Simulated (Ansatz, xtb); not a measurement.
Ranking isomers of C2H3O

6 gas-phase structures of C2H3O, found in a search over its isomers (lower ones may exist). Each was relaxed with GFN2-xTB; where two conformers were screened, the lower at r2SCAN-D4/def2-SVP is listed:

A. `[H]/[C]=C/O`, a doublet
B. `C=[C]O`, a doublet
C. `[H]/[C]=C\O`, a doublet
D. `C[C]=O`, a doublet
E. `[CH2]C=O`, a doublet
F. `[CH]1CO1`, a doublet

Question: Estimate their order in r2SCAN-D4/def2-SVP energy at these geometries, lowest first.

Answer: Calculated order at r2SCAN-D4/def2-SVP: D (0.0), E (5.0), B (30.0), A (34.7), C (36.2), F (40.1) kcal/mol.

Energies above the lowest of each column, in kcal/mol; the last columns are at PBE0-D3(BJ)/def2-SVP geometries and were run for some of them only (a dash: not run or not comparable):

```
structure  GFN2-xTB  HF/STO-3G  r2SCAN-D4/def2-SVP  PBE0-D3(BJ)/def2-SVP  CCSD(T)/def2-TZVP
        D       0.0        5.0                 0.0                   0.0                0.0
        E       4.3        0.0                 5.0                   5.8                7.3
        B      22.4       37.7                30.0                  30.3               32.1
        A      27.8       42.8                34.7                     –                  –
        C      28.3       42.9                36.2                     –                  –
        F      19.8       34.1                40.1                     –                  –
```

CCSD(T)/def2-TZVP puts D lowest of those it was run on; HF/STO-3G picks E. Flexible structures stand in one conformer each, not always the lowest. Frequencies (PBE0-D3(BJ)/def2-SVP) were run for B, D, E alone. Open shells are spin-unrestricted, some with notable spin contamination.

Over these structures GFN2-xTB departs from r2SCAN-D4/def2-SVP by 4.7 kcal/mol on average once a common shift is removed. A GFN2-xTB relaxation took about 0.14 s and the r2SCAN-D4/def2-SVP energy about 2 s on a shared host (Ansatz 0.2.0, xtb 6.7.1).
